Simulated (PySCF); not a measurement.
# J couplings in CH2N2

Molfile (atoms numbered from 1):
```
CH2N2
     RDKit          3D

  5  4  0  0  0  0  0  0  0  0999 V2000
    1.8962   -0.0050   -0.0405 N   0  0  0  0  0  0  0  0  0  0  0  0
    0.7518   -0.0017    0.0205 C   0  0  0  0  0  0  0  0  0  0  0  0
   -0.5601    0.0037    0.1648 N   0  0  0  0  0  0  0  0  0  0  0  0
   -1.0368    0.8555   -0.0893 H   0  0  0  0  0  0  0  0  0  0  0  0
   -1.0424   -0.8497   -0.0727 H   0  0  0  0  0  0  0  0  0  0  0  0
  1  2  3  0
  2  3  1  0
  3  4  1  0
  3  5  1  0
M  END
```

Couplings: B3LYP/pcJ-1 in PySCF 2.14.0 with density-fitted response routines, geometry GFN2-xTB; gas phase, one conformer, non-relativistic. Couplings are averaged over pairs made equivalent by symmetry, fast rotation or ring inversion, so a value needn't be that of the named pair in this geometry, while other rotamers aren't included; one pair stands for each set, and the list holds those of at least 1.5 Hz over up to four bonds.

Isotopes: 15N, 1H, 13C.

```json
{"pair": "N1, C2", "bonds": "1", "J (Hz)": "-22.0"}
{"pair": "C2, N3", "bonds": "1", "J (Hz)": "-30.9"}
{"pair": "N3, H4", "bonds": "1", "J (Hz)": "?"}
{"pair": "N1, N3", "bonds": "2", "J (Hz)": "-3.1"}
{"pair": "C2, H4", "bonds": "2", "J (Hz)": "-1.6"}
{"pair": "H4, H5", "bonds": "2", "J (Hz)": "?"}
```

Question: Estimate the withheld couplings, with signs.

Answer: 
- 1J(N3,H4) = -94.1 Hz (bond length 1.009 Å)
- 2J(H4,H5) = -3.4 Hz (angle at N3 115°)
